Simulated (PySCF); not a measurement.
Atoms are numbered as in `[CH2:1]=[CH:2][C:3](=[CH2:4])[O-:5]`. Hydrogens are named by the atom that carries them. Ha(C4) is cis to C2; Ha(C1) is cis to C3; Hb(C4) is trans to C2; Hb(C1) is trans to C3.

Geometry: PBE0-D3(BJ)/def2-SVP; GIAO absolute shieldings from PySCF, gas phase, non-relativistic, averaged over equivalent atoms.

At WP04/pcSseg-2 (250 basis functions, 22 s wall time on 1 thread of an Arm Neoverse V1, shared host):
| atoms | σ (ppm) |
| --- | --- |
| C3 | -6.1 |
| C2 | 10.8 |
| C1 | 66.3 |
| C4 | 101.7 |
| O5 | 58.2 |
| H(C2) | 25.39 |
| Ha(C1) | 26.09 |
| Hb(C1) | 27.79 |
| Hb(C4) | 28.98 |
| Ha(C4) | 29.04 |

Predict the values at BLYP/pcSseg-2 on the same geometry.

Results:


```tsv
atoms	σ at BLYP/pcSseg-2	change
C3	-1.5	+4.6
C2	15.2	+4.4
C1	73.5	+7.2
C4	109.3	+7.6
O5	43.4	-14.8
H(C2)	24.60	-0.79
Ha(C1)	25.68	-0.41
Hb(C1)	27.40	-0.39
Hb(C4)	28.47	-0.51
Ha(C4)	28.48	-0.56
```

The largest change is at O5 (oxygen bonded to C). Cost: 250 basis functions, 52 s wall time on 1 thread of an Arm Neoverse N1, shared host. The order of the carbon signals is the same at both levels.
